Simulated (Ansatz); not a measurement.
Rock-salt SnTe (cubic form, which distorts at low temperature) was calculated with PBEsol in Ansatz (plane waves, PAW).

A relaxed, unreconstructed slab of the (110) face has 16 atoms, two equal faces of 27.964 Å² each and an energy of -102813.5753 eV. A bulk cell of 4 atoms with the same orientation and in-plane k mesh has -25703.7006 eV. Energies are extrapolated to zero smearing.

Run with plane-wave cutoff 500 eV, 8×10×1 k mesh (along the axes of the cell as run), Fermi–Dirac smearing 0.05 eV, scalar-relativistic PAW data made under PBE.

Worked out: γ = (E_slab − N E_bulk per atom)/2A = [-102813.5753 − 16 × (-25703.7006/4)]/(2 × 27.964) = 0.0219 eV/Å². With 16.022 J/m² per eV/Å² this is 0.35 J/m², or 0.61 eV per surface cell and face.

Note: symmetry holds this phase in the static calculation, where it need not be a minimum.

Ansatz is a program for electronic structure.
